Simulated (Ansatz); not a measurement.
A run of Ansatz (development build ahead of 0.2.0) on singlet CH4 at this shape:

```yaml
atoms:
  - { symbol: C, position_ang: [0.0301, -0.0802, 0.1643] }
  - { symbol: H, position_ang: [0.7093, 0.5654, 0.7283] }
  - { symbol: H, position_ang: [-0.6586, -0.7211, 0.5991] }
  - { symbol: H, position_ang: [-0.4875, 0.4806, -0.6520] }
  - { symbol: H, position_ang: [0.5960, -0.6037, -0.5813] }
```

Its results:

```json
{"Converged": "yes", "Reference energy": "-40.18218 hartree", "Correlation energy": "-0.16224 hartree", "Total energy": "-40.34442 hartree", "Spin squared of the determinant": "0.000"}
```

Question: Which input gives this output? Name the method, the orbitals and the basis set, and write the input.

Answer: RHF-MP2 in cc-pVDZ. An unrestricted run that stays on the closed shell gives the same numbers.

```yaml
crystal:
  periodic: [false, false, false]
  atoms:
    - { symbol: C, position_ang: [0.03013, -0.08017, 0.16426] }
    - { symbol: H, position_ang: [0.70931, 0.56536, 0.72834] }
    - { symbol: H, position_ang: [-0.65861, -0.72108, 0.59914] }
    - { symbol: H, position_ang: [-0.48754, 0.48063, -0.65195] }
    - { symbol: H, position_ang: [0.59597, -0.60365, -0.58134] }
basis:
  gaussian: { orbitals: cc-pVDZ }
hamiltonian:
  xc: hf
correlation:
  method: mp2
  frozen_orbitals: { C: 1, H: 0 }
```
